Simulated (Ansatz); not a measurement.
Geometry optimisation, Ansatz, RKS BHLYP-D4/6-31G*.

Input file:

```yaml
crystal:
  periodic: [false, false, false]
  atoms:
    - { symbol: B, position_ang: [0.0, 0.0, 0.0] }
    - { symbol: H, position_ang: [0.0, 0.0, 1.54] }
    - { symbol: H, position_ang: [1.0305, 0.0, -0.595] }
    - { symbol: O, position_ang: [-1.2211, 0.0, -0.705] }
    - { symbol: H, position_ang: [-1.7308, -0.8467, -0.4965] }
    - { symbol: Cl, position_ang: [-0.2702, 2.0319, 0.6811] }
    - { symbol: H, position_ang: [-0.1156, 0.8691, 1.6586] }
basis:
  gaussian: { orbitals: "6-31G*" }
hamiltonian:
  xc: { name: BHLYP }
  dispersion: d4
relax:
  f_tol: 0.15
  max_steps: 25
  restrain:
    - { distance: [0, 5], at: 1.86, k: 30.0 }
    - { distance: [6, 1], at: 0.66, k: 30.0 }
    - { distance: [0, 1], at: 2.39, k: 30.0 }
    - { distance: [6, 5], at: 2.57, k: 30.0 }
```

Launched with:

```bash
$ ansatz run input.yaml --threads 1 --pin off --max-ram 2048MiB --backend cpu --events-out ev --progress --plain --runs-dir out
```

Task: Where does it end, and by what steps?

Result: The run converged. The restraints hold the end off the free minimum. After 7 steps the energy has fallen by 3.622 eV (the restraints' own energy left out); B1 moved furthest, 0.63 Å. Parted: Cl6–H7 (1.53 → 2.58 Å).

```json
{"step": "0", "energy less start (eV)": "0.0000", "largest force component (eV/Å)": "3.617", "accepted": "yes"}
{"step": "1", "energy less start (eV)": "-0.9657", "largest force component (eV/Å)": "4.573", "accepted": "yes"}
{"step": "2", "energy less start (eV)": "-2.1404", "largest force component (eV/Å)": "4.086", "accepted": "yes"}
{"step": "3", "energy less start (eV)": "-3.0680", "largest force component (eV/Å)": "2.156", "accepted": "yes"}
{"step": "4", "energy less start (eV)": "-3.3563", "largest force component (eV/Å)": "1.213", "accepted": "yes"}
{"step": "5", "energy less start (eV)": "-3.5612", "largest force component (eV/Å)": "1.227", "accepted": "yes"}
{"step": "6", "energy less start (eV)": "-3.6075", "largest force component (eV/Å)": "1.343", "accepted": "yes"}
{"step": "7", "energy less start (eV)": "-3.6216", "largest force component (eV/Å)": "1.368", "accepted": "yes"}
```

```xyz
7
Properties=species:S:1:pos:R:3
B -0.197 0.497 -0.330
H -0.072 -0.156 1.976
H 0.816 -0.088 -0.503
O -1.408 -0.034 -0.493
H -1.390 -0.954 -0.756
Cl -0.107 2.256 0.137
H 0.051 0.533 2.052
```

The run took 14 s on 1 thread of Arm Neoverse V2 (shared host), peak memory 0.12 GiB.
